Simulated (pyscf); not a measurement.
Substitution at C: H₃C–Be–CH₃ + H• -> [Be–CH₃]• + CH₄

Gas phase, doublet surface, charge 0. Bonds broken: Be1–C2. Bonds formed: C2–H10. Optimised with ωB97X-D3(BJ)/def2-SVP in PySCF. Correlated levels are frozen-core, on RHF or UHF. ΔMP2 is the change of the MP2 total energy from the triple- to the quadruple-zeta basis.

Transition state (Å):

```xyz
10

Be    -0.7583    -0.5114    -0.2419
C     -1.9506     0.2040     0.9339
C      0.4628    -0.3253    -1.4006
H     -2.9191    -0.1053     0.5348
H     -1.6320    -0.1900     1.9013
H     -1.4069     1.0588     0.4744
H      1.3548     0.1842    -0.9894
H      0.1290     0.2751    -2.2681
H      0.8078    -1.2951    -1.7999
H     -2.5915     1.3562     1.6074
```

One imaginary mode, 1769i cm⁻¹; descent along it reached the two sides named.

```json
[
 {"bond": "Be1–C2", "change": "breaks", "reactant side (Å)": "1.686", "saddle": "1.821", "product side": "3.5"},
 {"bond": "C2–H10", "change": "forms", "reactant side (Å)": "4.0", "saddle": "1.481", "product side": "1.099"}
]
```

Electronic energies relative to the separated reactants (eV):

```tsv
level	barrier	reaction energy	reverse barrier
ωB97X-D3(BJ)/def2-TZVP	1.28	-0.66	1.94
PBE/def2-TZVP	0.77	-0.71	1.49
r²SCAN/def2-TZVP	0.79	-0.80	1.59
B3LYP-D3(BJ)/def2-TZVP	0.96	-0.78	1.73
PBE0-D3(BJ)/def2-TZVP	0.96	-0.71	1.67
M06-2X/def2-TZVP	1.15	-0.63	1.78
ωB97M-D3(BJ)/def2-TZVP	1.23	-0.55	1.78
HF/def2-TZVP	1.89	-0.81	2.70
MP2/def2-QZVPP	1.39	-0.63	2.02
CCSD/def2-TZVPP	1.26	-0.83	2.09
CCSD(T)/def2-TZVPP	1.20	-0.80	2.00
CCSD(T)/def2-TZVPP + ΔMP2(QZVPP)	1.19	-0.72	1.91
```

With CCSD(T)/def2-TZVPP + ΔMP2(QZVPP) energies and thermal terms (ideal gas, 1 atm, RRHO with modes under 100 cm⁻¹ raised to 100, one conformer, R ln 2 for chiral ones without a mode under 150 cm⁻¹), in eV:

```csv
T (K),ΔH‡,ΔG‡,ΔH,ΔG
298,1.22,1.47,-0.53,-0.61
600,1.19,1.73,-0.60,-0.66
900,1.17,2.01,-0.68,-0.68
1200,1.16,2.29,-0.74,-0.67
```

Abstraction by the radical was not located in this set and often lies lower. One saddle was located; it need not be the lowest between these sides. The angle at the attacked C is 152°. The CCSD(T) − MP2 part came from Ansatz, without density fitting, on the same reference.
